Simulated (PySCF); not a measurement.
Atom-mapped SMILES (the numbers label the heavy atoms): `[CH:1]1=[CH:2][CH2:3][PH:4][CH2:5]1`; H(Xn) means a hydrogen on atom n.

[PySCF: geometry: GFN2-xTB; σ from GIAO-PBE0/pcSseg-1; no relativistic terms; one computed conformer; no solvent; averaged over atoms made equivalent by symmetry, fast rotation or ring inversion]

δ = σ(ref) − σ, references computed at the same level: ¹³C, ¹H against TMS; H3PO4 for ³¹P.

```tsv
atoms	nucleus	count	Hirshfeld charge	δ (ppm)
H(P4)	¹H	1	-0.02	3.15
C3/C5	¹³C	2	-0.12	?
H(C3)/H(C5)	¹H	4	0.04	2.55
C1/C2	¹³C	2	-0.05	139.8
P4	³¹P	1	0.10	-85.0
H(C1)/H(C2)	¹H	2	0.05	?
```

Q: Estimate the values marked ?.

A: 
- C3/C5: 32.4 ppm, allylic sp3 CH2 bonded to P
- H(C1)/H(C2): 6.29 ppm, hydrogen on an alkene CH; a vinylic proton, deshielded by the sp2 carbon and the C=C anisotropy

Shifts are as computed. Against solution values, carbons near 30 ppm lie about +3 ppm off and those near 130 ppm about +5 ppm. Of 1211 compounds with measured shifts, 218 miss one by over three times the rms of a fit or turn the order of signals round; such compounds aren't used in these exercises. Experimental scales use liquid or dissolved standards, which lie at an offset from isolated H3PO4.
